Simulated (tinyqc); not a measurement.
Inside a calculation. Method: extended Hueckel theory, for H3O+. The parameters take no account of the charge, which enters only through the electron count. Computed by tinyqc, a small Python program that keeps every step (integrals from PySCF). Settings: charge = 1, K = 1.5, multiplicity = 1. Command: `OMP_NUM_THREADS=1 python tinyqc.py 30304 30305 out.jsonl` (the two numbers bound the seeds that draw the settings). One thread of a shared host (Intel(R) Xeon(R) Processor @ 2.60GHz), about 0.01 s of CPU time with the checks.

## Overlaps

Geometry (angstrom):
```
atom        x        y       z
O      0.0000   0.0000  0.0980
H      1.0150   0.0000  0.0000
H     -0.5070   0.8790  0.0000
H     -0.5070  -0.8790  0.0000
```

Parameters chosen for this run:
```
element  shell  Slater exponent  H_ii (eV)
O           2s           2.2750   -32.3000
O           2p           2.2750   -14.8000
H           1s           1.3000   -13.6000
```

Slater orbitals, each expanded in six Gaussians scaled to its exponent.

overlap S, lower triangle:
```
         1O 2s   1O 2px   1O 2py   1O 2pz   2H 1s   3H 1s   4H 1s
1O 2s   1.0000
1O 2px  0.0000   1.0000
1O 2py  0.0000   0.0000   1.0000
1O 2pz  0.0000   0.0000   0.0000   1.0000
2H 1s   0.4208   0.3673   0.0000  -0.0355  1.0000
3H 1s   0.4210  -0.1836   0.3183  -0.0355  0.1537  1.0000
4H 1s   0.4210  -0.1836  -0.3183  -0.0355  0.1537  0.1536  1.0000
```

## Wolfsberg-Helmholz matrix

diagonal H_ii (eV): 1O 2s -32.3000, 1O 2px -14.8000, 1O 2py -14.8000, 1O 2pz -14.8000, 2H 1s -13.6000, 3H 1s -13.6000, 4H 1s -13.6000

K = 1.5000

H_ij = K' S_ij (H_ii + H_jj)/2 for i != j (the diagonal keeps H_ii), with K' = 1.5.

H (eV), lower triangle:
```
           1O 2s    1O 2px    1O 2py    1O 2pz     2H 1s     3H 1s     4H 1s
1O 2s   -32.3000
1O 2px    0.0000  -14.8000
1O 2py    0.0000    0.0000  -14.8000
1O 2pz    0.0000    0.0000    0.0000  -14.8000
2H 1s   -14.4865   -7.8243    0.0000    0.7555  -13.6000
3H 1s   -14.4922    3.9104   -6.7796    0.7559   -3.1358  -13.6000
4H 1s   -14.4922    3.9104    6.7796    0.7559   -3.1358   -3.1337  -13.6000
```

## Orbitals

valence electrons = 8

Solve H C = S C e through S^(-1/2); fill by pairs from the bottom, a degenerate level sharing its electrons equally; each orbital has its largest coefficient positive (the first on a tie).

orbital energies (eV): -32.3973  -16.3107  -16.3095  -14.8142  -6.0044  -5.9975  -0.3261

occupations: 2.0000  2.0000  2.0000  2.0000  0.0000  0.0000  0.0000

coefficients:
```
           MO1      MO2      MO3      MO4      MO5      MO6      MO7
1O 2s   0.9528   0.0000   0.0000   0.0291  -0.0004   0.0000   0.8831
1O 2px  0.0000   0.0000   0.7093   0.0000  -0.9006   0.0000  -0.0004
1O 2py  0.0000   0.7091   0.0000   0.0000   0.0000   0.9010   0.0000
1O 2pz  0.0024   0.0000   0.0000   0.9973   0.0000   0.0000  -0.1011
2H 1s   0.0362   0.0000   0.3895  -0.0205   0.9404   0.0000  -0.6550
3H 1s   0.0362   0.3373  -0.1947  -0.0205  -0.4696  -0.8142  -0.6561
4H 1s   0.0362  -0.3373  -0.1947  -0.0205  -0.4696   0.8142  -0.6561
```

sum of one-electron energies = -159.6634 eV

## Mulliken analysis

P = C n C^T; charge = valence electrons (O 6, H 1) minus the sum of (P S)_ii on the atom; overlap population = 2 sum P_ij S_ij between two atoms.

charges: 1O -0.5174, 2H 0.5057, 3H 0.5058, 4H 0.5058

Overlap populations:
```
pair      value
2-1    0.465868
3-1    0.465918
3-2   -0.045553
4-1    0.465918
4-2   -0.045553
4-3   -0.045558
```
